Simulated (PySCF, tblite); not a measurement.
Calculations on `[C]#CC#CC#C` [radical], in the order of a workflow; each names the level of the geometry that it ran on. Settings lines and outputs come from a driver script.

Species: C₆H (doublet state).
Numbering: `[C:1]#[C:2][C:3]#[C:4][C:5]#[CH:6]` (hydrogens: H7 on C6)

Step 1: GFN2-xTB geometry optimisation, gas phase (tblite 0.8.0) (from a force-field or distance-geometry start)
```json
{"job": {"kind": "relax", "xc": "GFN2-xTB", "basis": "xTB"}, "charge": 0, "multiplicity": 2}
```
```
step      E/eV     max force
  0    -354.19692    2.831
  1    -354.21158    3.274
  2    -354.29442    1.490
...
 30    -354.46714    0.079
 31    -354.46729    0.064
 32    -354.46739    0.031
 33    -354.46742    0.010
 34    -354.46743    0.003
```

Energy lowered by 6.2 kcal/mol over 34 steps; largest atomic force 0.003 eV/Å at the end. «max force» is the largest atomic force in eV/Å.

Hardware: Arm Neoverse V1, one thread, no GPU, shared host with 64 logical CPUs at a one-minute load of 20. Cost: 0.12 s of wall time.

Step 2: GFN2-xTB harmonic vibrations, gas phase (tblite 0.8.0) (on the GFN2-xTB geometry)
```json
{"job": {"kind": "ir", "xc": "GFN2-xTB", "basis": "xTB"}, "charge": 0, "multiplicity": 2}
```
```
(table of modes left out)
```

15 modes from 103 to 3398 cm⁻¹ (unscaled, harmonic); zero-point energy 20.9 kcal/mol; all wavenumbers are real at this level.

Hardware: one thread, Arm Neoverse V1 (aarch64), on a shared host. Cost: 0.11 s of wall time.

Step 3: UKS B3LYP, pcH-1 on C H, non-relativistic, mean-field spin-orbit, GIAO (PySCF 2.14.0) (on the GFN2-xTB geometry)
```json
{"job": {"kind": "epr", "basis": "pcH-1"}, "charge": 0, "multiplicity": 2}
```
```
...
E = -228.94834051 Eh   <S^2> = 0.7868 (exact 0.7500)
g shifts (ppm)      1          2          3
  rmc          -147       -147       -147
  gc              5          6         27
  oz_so        -138       1193      21475
  total        -280       1052      21354
hyperfine (MHz)  atom isotope    a_iso     a_fc   dipolar eigenvalues
    0   13C     156.87     156.87    -60.33    -36.10     96.43
    1   13C      28.33      28.33    -29.51    -20.62     50.14
    2   13C     -22.33     -22.33     -5.08     -4.50      9.58
    3   13C      22.71      22.71    -25.05    -22.82     47.87
    4   13C     -29.89     -29.89     -8.57     -1.03      9.60
    5   13C      20.11      20.11    -21.15    -16.04     37.19
    6    1H     -19.68     -19.68     -9.22     -1.42     10.64
```

⟨S²⟩ 0.787; g_iso 2.0097. rmc, gc and oz_so are the mass-correction, gauge-correction and orbital-Zeeman/spin–orbit parts of the g shift along its three principal axes; a_iso is the isotropic hyperfine coupling and a_fc its Fermi-contact part. The log counts atoms from 0, this text from 1.

On one thread of an Arm Neoverse V1, on a shared host, this took 16 s of wall time (with the writing of density and orbital grids) and 0.61 GiB of memory at its peak.

Geometry of the electronic-property runs (GFN2-xTB):
```
atom  x, y, z in Å
C1    -3.5611   -0.3509    1.2244
C2    -2.5088    0.0103    0.7022
C3    -1.1955    0.0030    0.4205
C4     0.0021    0.0029    0.1595
C5     1.3012    0.0657   -0.1732
C6     2.4742    0.1174   -0.4685
H7     3.4913    0.1566   -0.7209
```

 (This holds for the electronic-property runs.)
